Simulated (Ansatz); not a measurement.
The input, for Ansatz 0.2.0:

```yaml
crystal:
  periodic: [false, false, false]
  atoms:
    - {symbol: Ta, position_ang: [0.000000, 0.000000, 0.000000]}
    - {symbol: H, position_ang: [0.000000, 0.000000, 3.797000]}
basis:
  gaussian: {orbitals: def2-TZVP}
total_charge: 1
magnetization: {spin_polarized: true, initial_magnetization: 4}
hamiltonian: {xc: {name: r2SCAN}}
correlation: {method: bccd_t, electrons: valence, diis_vectors: 12}
accuracy: high
scf: {omitted_lower_state_checks: [cluster_reference]}
```

```sh
$ ansatz run in.yaml --threads 1 --pin off --events-out ev --progress --plain --max-ram 2393MiB
```

How does this run end?

Refused. The input was made wrong on purpose (multiplicity of wrong parity), so the run isn't a sound calculation of what was asked.
```
Error: a molecule whose nuclei and cores have a total charge of 14 cannot have a net charge of 1 together with 4 unpaired electrons
```
